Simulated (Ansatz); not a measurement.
`CC1=NCCO1` + H₂ → `C1=NCCO1` + CH₄ at 700 K and 1 bar (hydrogenolysis of a C–C bond).

Calculated with Ansatz (gas phase, PBE0-D4/def2-TZVP geometries, no zero-point term in ΔE). CCSD(T)/CBS is the MP2 limit (def2-TZVPP, def2-QZVPP) plus CCSD(T) − MP2 in def2-TZVPP, frozen cores. This one scheme is used for every species.

```
    species  CCSD(T)/CBS energy (Eh)  H − E (kJ/mol)  S (J/(mol·K))
`CC1=NCCO1`               -286.28352           364.1          441.4
         H₂                 -1.17544            46.8          155.3
 `C1=NCCO1`               -247.01135           273.1          376.5
        CH₄                -40.46206           145.9          224.0
```

H − E and S are ideal-gas, rigid-rotor, harmonic terms from PBE0-D4/def2-TZVP. For small species the MP2-based limit differs from directly extrapolated CCSD(T) by up to some mEh (0.8 for H₂); such offsets cancel only in part. 1 Eh = 2625.50 kJ/mol, R = 8.31446 J/(mol·K).

Question: By hand: ΔE, ΔH, ΔS and ΔG.

Answer: ΔE = (-247.01135) + (-40.46206) − (-286.28352) − (-1.17544) = -0.01445 Eh = -37.9 kJ/mol. Δ(H − E) = 273.1 + 145.9 − 364.1 − 46.8 = 8.1, so ΔH = -29.8 kJ/mol. ΔS = 376.5 + 224.0 − 441.4 − 155.3 = 3.8 J/(mol·K). ΔG = -29.8 − 700 × (3.8)/1000 = -32.5 kJ/mol.

Question: By hand: the equilibrium constant, and the temperature at which ΔG would vanish if ΔH and ΔS stayed fixed.

Answer: log₁₀ K = −ΔG/(RT ln 10) = 2.4. ΔH and −TΔS have one sign here, so there is no such temperature.

The number of gas molecules stays the same, so ΔS is small and ΔH decides. A doubt of 5 kJ/mol in ΔE shifts log₁₀ K by 0.4 here. Modes under 60 cm⁻¹, often nearly free rotors, make the harmonic entropy too high. These are equilibria of isolated gas molecules and say nothing of rates. Largest T1 diagnostic: 0.014 (customary marks: 0.02 for closed shells, 0.045 for open ones).

ΔS is within the doubt of such terms, so its sign, and with it that verdict, could turn.
